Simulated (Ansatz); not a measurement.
A nudged elastic band was laid between two geometries of B$_{2}$H$_{4}$S (7 atoms, charge 0, multiplicity 1).

These are results of RKS LDA/def2-SVP (Ansatz 0.2.0), not measurements.

```
movable images  : 7
climbing image  : yes
spring          : 5.0 eV/Å²
optimiser       : quadratic models (default)
start path      : through a guess of the saddle point
force threshold : 0.05 eV/Å
iteration limit : 60
end points      : relaxed
```

Image 0:

```xyz
7
Properties=species:S:1:pos:R:3
B -0.647 0.572 -0.661
B -0.026 -0.012 0.740
S 1.319 -1.147 0.918
H -1.564 0.015 -1.250
H -0.236 1.605 -1.175
H -0.486 0.323 1.824
H 1.642 -1.357 -0.397
```

Image 8:

```xyz
7
Properties=species:S:1:pos:R:3
B -0.648 0.573 -0.661
B -0.027 -0.011 0.739
S 1.318 -1.147 0.918
H -0.235 1.604 -1.176
H -1.565 0.015 -1.248
H -0.485 0.323 1.824
H 1.642 -1.357 -0.397
```

Question: What changes between the two ends?

Answer: No bond is made or broken. The dihedral H4–B1–B2–S3 goes from 90 to -91°. The two ends are copies of one structure, up to a mirror image or an exchange of like atoms.

Question: Give the energies along the band, and the barrier.

Answer: It converged. The highest image is number 4 of 0 to 8, 0.32 eV above the ends, which have the same energy within 2 meV. A vibrational analysis at the climbing image gives one clearly imaginary mode, 302i cm⁻¹: a first-order saddle point.

```
image  path coordinate (Å)  energy (eV)  dihedral H4–B1–B2–S3 (°)
    0                 0.00         0.00                        90
    1                 0.53         0.03                       105
    2                 1.06         0.13                       125
    3                 1.59         0.26                       151
    4                 2.12         0.32                      -180
    5                 2.65         0.26                      -152
    6                 3.18         0.13                      -126
    7                 3.71         0.03                      -105
    8                 4.24         0.00                       -91
```

Question: What is the geometry of the highest image?

Answer: 
```xyz
7
Properties=species:S:1:pos:R:3
B -0.662 0.524 -0.671
B -0.142 -0.138 0.809
S 1.406 -0.973 0.891
H -1.717 1.120 -0.827
H 0.051 0.410 -1.665
H -0.718 -0.118 1.884
H 1.783 -0.826 -0.421
```

Question: What are the harmonic wavenumbers there?

Answer: 302i, 227, 429, 641, 697, 766, 860, 904, 904, 1066, 1148, 2470, 2533, 2557, 2574 cm⁻¹.

Time of the run: 57 s on 1 thread of Intel(R) Xeon(R) Platinum 8259CL CPU @ 2.50GHz (Skylake/Cascade Lake) (shared host), peak memory 0.13 GiB.
